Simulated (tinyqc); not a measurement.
Inside a calculation (part 2 of 2). Method: UHF in the sto-6g basis, for BH2, spin multiplicity 2. Computed by tinyqc, a small Python program that keeps every step (integrals from PySCF). Command: `OMP_NUM_THREADS=1 python tinyqc.py 28731 28732 out.jsonl` (the two numbers bound the seeds that draw the settings). One thread of a shared host (Intel(R) Xeon(R) Processor @ 2.60GHz), about 0.2 s of CPU time with the checks.

Geometry (angstrom):
```
atom        x         y        z
B     0.00000   0.00000  0.00000
H     0.00000   1.12500  0.51200
H     0.00000  -1.12500  0.51200
```

## Iteration 2: diagonalisation and new density

extrapolated F(alpha) (hartree), lower triangle:
```
           1B 1s     1B 2s   1B 2px    1B 2py    1B 2pz     2H 1s     3H 1s
1B 1s   -7.49099
1B 2s   -2.11295  -1.05398
1B 2px   0.00000   0.00000  0.23661
1B 2py   0.00000   0.00000  0.00000  -0.20089
1B 2pz  -0.00424   0.03689  0.00000   0.00000  -0.23433
2H 1s   -0.50344  -0.53859  0.00000  -0.34805  -0.16307  -0.37119
3H 1s   -0.50344  -0.53859  0.00000   0.34805  -0.16307  -0.11996  -0.37119
```

extrapolated F(beta) (hartree), lower triangle:
```
           1B 1s     1B 2s   1B 2px    1B 2py    1B 2pz     2H 1s     3H 1s
1B 1s   -7.46010
1B 2s   -2.08950  -0.86089
1B 2px   0.00000   0.00000  0.28753
1B 2py   0.00000   0.00000  0.00000  -0.14440
1B 2pz  -0.00597  -0.19660  0.00000   0.00000   0.26770
2H 1s   -0.49714  -0.51503  0.00000  -0.34218  -0.15985  -0.37129
3H 1s   -0.49714  -0.51503  0.00000   0.34218  -0.15985  -0.11315  -0.37129
```

X, lower triangle:
```
           1B 1s     1B 2s   1B 2px    1B 2py    1B 2pz     2H 1s    3H 1s
1B 1s    1.03031
1B 2s   -0.16062   1.26110
1B 2px   0.00000   0.00000  1.00000
1B 2py   0.00000   0.00000  0.00000   1.21430
1B 2pz  -0.00925   0.09849  0.00000   0.00000   1.04158
2H 1s    0.02392  -0.31684  0.00000  -0.31415  -0.13426   1.24217
3H 1s    0.02392  -0.31684  0.00000   0.31415  -0.13426  -0.03038  1.24217
```

Diagonalise F' = X^T F X, C = X C', fill 4 alpha and 3 beta electrons from the bottom; D(s) = C_occ C_occ^T. Each column has its largest component positive (the first on a tie).

F' = X^T F X (alpha) (hartree), lower triangle:
```
          1         2        3         4         5         6        7
1  -7.32146
2  -1.09701  -0.32639
3   0.00000   0.00000  0.23661
4   0.00000   0.00000  0.00000   0.18528
5  -0.02966   0.20299  0.00000   0.00000  -0.15409
6  -0.06670  -0.39610  0.00000  -0.42946  -0.18964   0.05275
7  -0.06670  -0.39610  0.00000   0.42946  -0.18964  -0.05733  0.05275
```

orbital energies (alpha) (hartree): MO1 -7.49372, MO2 -0.62549, MO3 -0.46082, MO4 -0.30100, MO5 0.23661, MO6 0.61370, MO7 0.75619

coefficients C (alpha):
```
             MO1       MO2       MO3       MO4      MO5       MO6       MO7
1B 1s    0.99409  -0.22942   0.00000   0.09040  0.00000  -0.19887   0.00000
1B 2s    0.02369   0.65269   0.00000  -0.41822  0.00000   1.10688   0.00000
1B 2px   0.00000   0.00000   0.00000   0.00000  1.00000   0.00000   0.00000
1B 2py   0.00000   0.00000   0.50798   0.00000  0.00000   0.00000   1.18906
1B 2pz   0.00206   0.00401   0.00000   0.87110  0.00000   0.60983   0.00000
2H 1s   -0.00446   0.32736   0.44047   0.20287  0.00000  -0.83956  -0.84520
3H 1s   -0.00446   0.32736  -0.44047   0.20287  0.00000  -0.83956   0.84520
```

F' = X^T F X (beta) (hartree), lower triangle:
```
          1         2        3         4         5         6        7
1  -7.29180
2  -1.10479  -0.11651
3   0.00000   0.00000  0.28753
4   0.00000   0.00000  0.00000   0.25825
5   0.00149  -0.04156  0.00000   0.00000   0.34174
6  -0.06564  -0.39384  0.00000  -0.43801  -0.17788   0.04244
7  -0.06564  -0.39384  0.00000   0.43801  -0.17788  -0.05821  0.04244
```

orbital energies (beta) (hartree): MO1 -7.46219, MO2 -0.56860, MO3 -0.44498, MO4 0.28753, MO5 0.31226, MO6 0.63618, MO7 0.80388

coefficients C (beta):
```
             MO1       MO2       MO3      MO4       MO5       MO6       MO7
1B 1s    0.99492  -0.19789   0.00000  0.00000   0.15139  -0.19141   0.00000
1B 2s    0.02053   0.51830   0.00000  0.00000  -0.64028   1.07128   0.00000
1B 2px   0.00000   0.00000   0.00000  1.00000   0.00000   0.00000   0.00000
1B 2py   0.00000   0.00000   0.46925  0.00000   0.00000   0.00000   1.20487
1B 2pz   0.00263   0.16545   0.00000  0.00000   0.79441   0.68721   0.00000
2H 1s   -0.00397   0.38754   0.46758  0.00000   0.20270  -0.81358  -0.83051
3H 1s   -0.00397   0.38754  -0.46758  0.00000   0.20270  -0.81358   0.83051
```

D(alpha) after iteration 2, lower triangle:
```
           1B 1s     1B 2s   1B 2px    1B 2py   1B 2pz     2H 1s    3H 1s
1B 1s    1.04903
1B 2s   -0.16400   0.60147
1B 2px   0.00000   0.00000  0.00000
1B 2py   0.00000   0.00000  0.00000   0.25804
1B 2pz   0.07988  -0.36165  0.00000   0.00000  0.75883
2H 1s   -0.06119   0.12872  0.00000   0.22375  0.17803   0.34236
3H 1s   -0.06119   0.12872  0.00000  -0.22375  0.17803  -0.04567  0.34236
```

D(beta) after iteration 2, lower triangle:
```
           1B 1s    1B 2s   1B 2px    1B 2py   1B 2pz     2H 1s    3H 1s
1B 1s    1.02902
1B 2s   -0.08214  0.26906
1B 2px   0.00000  0.00000  0.00000
1B 2py   0.00000  0.00000  0.00000   0.22020
1B 2pz  -0.03013  0.08581  0.00000   0.00000  0.02738
2H 1s   -0.08064  0.20078  0.00000   0.21941  0.06411   0.36883
3H 1s   -0.08064  0.20078  0.00000  -0.21941  0.06411  -0.06842  0.36883
```

## Iteration 9 (converged): orbitals

converged F(alpha) (hartree), lower triangle:
```
           1B 1s     1B 2s   1B 2px    1B 2py    1B 2pz     2H 1s     3H 1s
1B 1s   -7.48160
1B 2s   -2.10913  -1.06222
1B 2px   0.00000   0.00000  0.23802
1B 2py   0.00000   0.00000  0.00000  -0.19939
1B 2pz  -0.00484   0.03582  0.00000   0.00000  -0.21787
2H 1s   -0.50271  -0.53673  0.00000  -0.34677  -0.16790  -0.37058
3H 1s   -0.50271  -0.53673  0.00000   0.34677  -0.16790  -0.11928  -0.37058
```

converged F(beta) (hartree), lower triangle:
```
           1B 1s     1B 2s   1B 2px    1B 2py    1B 2pz     2H 1s     3H 1s
1B 1s   -7.44945
1B 2s   -2.08647  -0.86781
1B 2px   0.00000   0.00000  0.29071
1B 2py   0.00000   0.00000  0.00000  -0.13723
1B 2pz  -0.00737  -0.19569  0.00000   0.00000   0.27297
2H 1s   -0.49626  -0.51640  0.00000  -0.34019  -0.15581  -0.36953
3H 1s   -0.49626  -0.51640  0.00000   0.34019  -0.15581  -0.11110  -0.36953
```

As before.

F' = X^T F X (alpha) (hartree), lower triangle:
```
          1         2        3         4         5         6        7
1  -7.31291
2  -1.09212  -0.34285
3   0.00000   0.00000  0.23802
4   0.00000   0.00000  0.00000   0.18553
5  -0.03023   0.20498  0.00000   0.00000  -0.13387
6  -0.06742  -0.39097  0.00000  -0.42777  -0.19744   0.05229
7  -0.06742  -0.39097  0.00000   0.42777  -0.19744  -0.05593  0.05229
```

orbital energies (alpha) (hartree): MO1 -7.48428, MO2 -0.62812, MO3 -0.45932, MO4 -0.29380, MO5 0.23802, MO6 0.61294, MO7 0.75307

coefficients C (alpha):
```
             MO1       MO2       MO3       MO4      MO5       MO6       MO7
1B 1s    0.99414  -0.23091   0.00000   0.09474  0.00000  -0.19485   0.00000
1B 2s    0.02351   0.66164   0.00000  -0.44269  0.00000   1.09195   0.00000
1B 2px   0.00000   0.00000   0.00000   0.00000  1.00000   0.00000   0.00000
1B 2py   0.00000   0.00000   0.50680   0.00000  0.00000   0.00000   1.18957
1B 2pz   0.00212   0.00976   0.00000   0.85755  0.00000   0.62867   0.00000
2H 1s   -0.00441   0.32047   0.44131   0.22101  0.00000  -0.83764  -0.84476
3H 1s   -0.00441   0.32047  -0.44131   0.22101  0.00000  -0.83764   0.84476
```

F' = X^T F X (beta) (hartree), lower triangle:
```
          1         2        3         4         5         6        7
1  -7.28153
2  -1.10213  -0.12551
3   0.00000   0.00000  0.29071
4   0.00000   0.00000  0.00000   0.26574
5  -0.00002  -0.04236  0.00000   0.00000   0.34555
6  -0.06508  -0.39436  0.00000  -0.43716  -0.17440   0.04335
7  -0.06508  -0.39436  0.00000   0.43716  -0.17440  -0.05506  0.04335
```

orbital energies (beta) (hartree): MO1 -7.45154, MO2 -0.56953, MO3 -0.44181, MO4 0.29071, MO5 0.31494, MO6 0.63295, MO7 0.80595

coefficients C (beta):
```
             MO1       MO2       MO3      MO4       MO5       MO6       MO7
1B 1s    0.99490  -0.19988   0.00000  0.00000   0.15012  -0.19043   0.00000
1B 2s    0.02063   0.52751   0.00000  0.00000  -0.63891   1.06759   0.00000
1B 2px   0.00000   0.00000   0.00000  1.00000   0.00000   0.00000   0.00000
1B 2py   0.00000   0.00000   0.46444  0.00000   0.00000   0.00000   1.20673
1B 2pz   0.00284   0.16109   0.00000  0.00000   0.79381   0.68893   0.00000
2H 1s   -0.00406   0.38293   0.47088  0.00000   0.20834  -0.81433  -0.82864
3H 1s   -0.00406   0.38293  -0.47088  0.00000   0.20834  -0.81433   0.82864
```

D(alpha) after iteration 9, lower triangle:
```
           1B 1s     1B 2s   1B 2px    1B 2py   1B 2pz     2H 1s    3H 1s
1B 1s    1.05061
1B 2s   -0.17135   0.63429
1B 2px   0.00000   0.00000  0.00000
1B 2py   0.00000   0.00000  0.00000   0.25684
1B 2pz   0.08110  -0.37312  0.00000   0.00000  0.73549
2H 1s   -0.05745   0.11409  0.00000   0.22365  0.19264   0.34631
3H 1s   -0.05745   0.11409  0.00000  -0.22365  0.19264  -0.04319  0.34631
```

D(beta) after iteration 9, lower triangle:
```
           1B 1s    1B 2s   1B 2px    1B 2py   1B 2pz     2H 1s    3H 1s
1B 1s    1.02978
1B 2s   -0.08491  0.27869
1B 2px   0.00000  0.00000  0.00000
1B 2py   0.00000  0.00000  0.00000   0.21571
1B 2pz  -0.02937  0.08504  0.00000   0.00000  0.02596
2H 1s   -0.08058  0.20192  0.00000   0.21870  0.06168   0.36839
3H 1s   -0.08058  0.20192  0.00000  -0.21870  0.06168  -0.07508  0.36839
```

## Convergence

Stop when the energy changes by less than 1e-09 hartree and every element of the error matrix X^T (F D S - S D F) X (for each spin) is below 9e-06.

Course of the cycle:
```
iteration  E (hartree)     change  largest element of the error matrix
1          -25.5589557          -                             1.52e-01
2          -25.6535133  -9.46e-02                             2.90e-02
3          -25.6578902  -4.38e-03                             9.52e-03
4          -25.6582631  -3.73e-04                             9.50e-04
5          -25.6582680  -4.89e-06                             2.79e-04
6          -25.6582689  -9.50e-07                             1.02e-04
7          -25.6582691  -1.74e-07                             2.04e-05
8          -25.6582691  -5.08e-09                             9.01e-06
9          -25.6582691  -5.95e-10                             9.45e-07
```

PySCF UHF in the same basis, after a stability check = -25.6582691 hartree

Converged in 9 iterations.

## Populations, bond orders and dipole

overlap S, lower triangle:
```
          1B 1s    1B 2s   1B 2px    1B 2py   1B 2pz    2H 1s    3H 1s
1B 1s   1.00000
1B 2s   0.26489  1.00000
1B 2px  0.00000  0.00000  1.00000
1B 2py  0.00000  0.00000  0.00000   1.00000
1B 2pz  0.00000  0.00000  0.00000   0.00000  1.00000
2H 1s   0.06229  0.45274  0.00000   0.43003  0.19571  1.00000
3H 1s   0.06229  0.45274  0.00000  -0.43003  0.19571  0.07972  1.00000
```

Mulliken: Z minus the diagonal of D S on the atom; Loewdin: the same with S^(1/2) D S^(1/2); Mayer order: 2 sum_s sum (D(s) S)_ij (D(s) S)_ji over the two atoms.

Charges (e):
```
atom  Mulliken   Loewdin  Mulliken spin
1B     0.15948   0.13732        1.06018
2H    -0.07974  -0.06866       -0.03009
3H    -0.07974  -0.06866       -0.03009
```

Mayer bond orders:
```
pair    order
2-1   0.98798
3-1   0.98798
3-2   0.00476
```

dipole moment about the origin, x y z (debye): 0.00000  0.00000  -0.13656

<S^2> of the determinant (pure state: 0.75) = 0.75215
